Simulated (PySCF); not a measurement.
An unknown is described by computed data only.

Formula: C5H6.

* Polarisability: 65.2 au [CAM-B3LYP/aug-cc-pVTZ]
* Dipole: 1.16 D [CAM-B3LYP/aug-cc-pVTZ]
* 1H NMR: chemical shifts (computed TMS as zero) by class: 6.71 (1 H), 5.82 (1 H), 2.62 (1 H), 1.88 (3 H) ppm [GIAO PBE0/pcSseg-2]
* 13C NMR: chemical shifts (computed TMS as zero) by class: 156.8 (1 C), 120.7 (1 C), 88.6 (1 C), 86.1 (1 C), 22.5 (1 C) ppm [GIAO PBE0/pcSseg-2]
* UV, first state: lowest singlet excitation: 5.59 eV (222 nm, f = 0.346) [TDDFT CAM-B3LYP/aug-cc-pVTZ]
* Triplet: lowest triplet excitation (Tamm–Dancoff): 3.48 eV [TDA CAM-B3LYP/aug-cc-pVTZ]
* Rotational structure: rotational constants A, B, C: 39.152, 2.265, 2.170 GHz [PBE0-D3(BJ)/def2-TZVP]

The electronic properties come from PySCF, for the isolated species, density fitting. Levels stand in brackets. Isolated species at its PBE0-D3(BJ)/def2-TZVP geometry, gas phase. NMR classes are plain means over equivalent atoms (diastereotopic ones count apart unless rotation or inversion swaps them), as if these changed places fast.

Question: Propose a structure and show how it fits.

Answer: Numbering: `[CH:1]#[C:2]/[CH:3]=[CH:4]/[CH3:5]`. Its formula, C5H6, gives 3 degrees of unsaturation: 0 rings and 3 π bonds in the structure found. 5 carbons fall into 5 classes; from least to most shielded: alkene CH carbon [C4] (156.8 ppm), alkene CH carbon [C3] (120.7 ppm), alkyne carbon [C2] (88.6 ppm), terminal alkyne carbon [C1] (86.1 ppm), allylic carbon [C5] (22.5 ppm). Hydrogen classes from least to most shielded: 1 H on an alkene CH carbon, C4 (6.71 ppm), 1 H on an alkene CH carbon, C3 (5.82 ppm), 1 H on a terminal alkyne carbon, C1 (2.62 ppm), 3 H on an allylic carbon, C5 (1.88 ppm). The optimised geometry has point group Cs and is an asymmetric top. Structure: `C#C/C=C/C`. Computed isomers that give other values at the same levels: `C#CC(=C)C` (13C chemical shifts (computed TMS as zero) by class: 140.6 (1 C), 135.1 (1 C), 91.0 (1 C), 87.5 (1 C), 27.4 (1 C) ppm); `C1=C[C@H]2C[C@@H]12` (13C chemical shifts (computed TMS as zero) by class: 159.5 (2 C), 59.7 (1 C), 20.0 (2 C) ppm); `C#CC1CC1` (13C chemical shifts (computed TMS as zero) by class: 95.0 (1 C), 69.8 (1 C), 11.1 (2 C), 1.5 (1 C) ppm). The assignments are read from this structure; whether some other isomer fits the data as well wasn't checked.
